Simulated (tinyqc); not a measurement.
A ladder of methods, and size consistency: correlation methods against full CI in the sto-3g basis, for H2O, spin multiplicity 1. Computed by the program tinyqc with PySCF. All electrons correlated; +Q is the Davidson correction (1 - c0^2) E_corr. The last columns treat two copies 100 angstrom apart as one system. FCI is the lowest singlet.

Geometry (angstrom):
```
atom       x        y       z
O     0.0000   0.0000  0.0000
H     0.0000   0.9560  0.5770
H     0.0000  -0.9560  0.5770
```

RHF energy of one = -74.920928 hartree

Correlation energies (hartree):
```
method   E_corr of one  share of FCI (%)  E_corr of two at 100 angstrom  two minus twice one (mhartree)
MP2           -0.04895            67.690                       -0.09789                           0.000
CISD          -0.07034            97.279                       -0.13447                           6.210
CISD+Q        -0.07376           102.008                       -0.14578                           1.738
CCSD          -0.07199            99.560                       -0.14398                           0.000
CCSD(T)       -0.07216            99.798                       -0.14433                           0.000
FCI           -0.07231           100.000                              -                               -
```

What does the comparison show, and why?

MP2 recovers 68 %, CISD 97.3 % and CCSD 99.6 % of the FCI value (c0^2 = 0.951 in CISD). MP2 and coupled cluster are size consistent, so their last column vanishes; CISD loses 6.21 mhartree, since a double excitation on each copy is a quadruple of the pair, and the Davidson correction leaves +1.74.
